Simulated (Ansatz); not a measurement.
Input file for C₄H₄F₂ (`F[C@@H]1C=C[C@H]1F`):

```yaml
crystal:
  periodic: [false, false, false]
  atoms:
    - {symbol: F, position_ang: [-0.887891, -0.219687, 1.893252]}
    - {symbol: C, position_ang: [-0.772902, -0.087098, 0.530035]}
    - {symbol: C, position_ang: [0.002364, -1.148117, -0.194609]}
    - {symbol: C, position_ang: [0.836172, -0.275583, -0.765188]}
    - {symbol: C, position_ang: [0.316358, 0.890543, 0.023388]}
    - {symbol: F, position_ang: [-0.124709, 1.979361, -0.690128]}
    - {symbol: H, position_ang: [-1.761800, 0.138297, 0.123003]}
    - {symbol: H, position_ang: [-0.106349, -2.224420, -0.229906]}
    - {symbol: H, position_ang: [1.615023, -0.351717, -1.512910]}
    - {symbol: H, position_ang: [0.966731, 1.247320, 0.825960]}
basis:
  gaussian: {orbitals: def2-TZVPP}
correlation: {method: ccsd_t}
output: {orbitals: {seedname: orbitals}}
```

```sh
$ ansatz run in.yaml --threads 4 --pin off --events-out ev --progress --plain --max-ram 10444MiB
```

Log, shortened:

```
Functional definition: HF
  name "HF"
  cite "Fock, Z. Phys. 61, 126 (1930) doi:10.1007/BF01340294"
  parent pbe
  exchange = exact_x
  correlation = 0
1505 factors; integrals over basis functions are off by at most 9.8e-4 eV
mean field evaluation 1: about -9595.5759 eV, gradient 3.6e1 eV
mean field evaluation 2: about -9595.8740 eV, gradient 3.6e1 eV
mean field evaluation 4: about -9598.9364 eV, gradient 4.4e0 eV
mean field evaluation 8: about -9598.9925 eV, gradient 2.5e-1 eV
mean field -9598.99282695 eV, -352.7564799593 hartree, gradient 1.9e-6 eV, S^2 0.000000; 0 other end points of the search recorded, 0 dependent functions left out
6 core orbitals not correlated: weight in the atoms' cores, before any rotation towards them, 1.000 or more for the frozen orbitals, at most 0.000 for the correlated occupied ones
reference -9598.99282695 eV, -352.7564799593 hartree; 17, 17 occupied and 219, 219 virtual orbitals, 1505 factors
second order -30.72144916 eV of doubles, -0.00000000 eV of singles
cycle   1  -30.58690706 eV  change    1.3e-1 eV  update   1.1e-1
cycle   2  -31.26191337 eV  change   -6.8e-1 eV  update   3.4e-2
cycle   3  -31.42135932 eV  change   -1.6e-1 eV  update   1.6e-2
cycle   4  -31.40817024 eV  change    1.3e-2 eV  update   3.8e-3
cycle   5  -31.40710813 eV  change    1.1e-3 eV  update   1.6e-3
cycle   6  -31.40875227 eV  change   -1.6e-3 eV  update   4.5e-4
cycle   7  -31.40875111 eV  change    1.2e-6 eV  update   1.8e-4
cycle   8  -31.40861418 eV  change    1.4e-4 eV  update   5.7e-5
cycle   9  -31.40861843 eV  change   -4.3e-6 eV  update   2.9e-5
perturbative correction -1.24670120 eV, -0.0458154239 hartree
Total energy: -9631.64814658 eV, -353.9565408212 hartree
```

It took 100 s on 4 threads of an Intel Xeon Platinum 8488C on a shared host, with 5.3 GiB of host memory at the peak.

Correlation energy per correlated electron: -0.960 eV. T1 diagnostic: 0.0114.
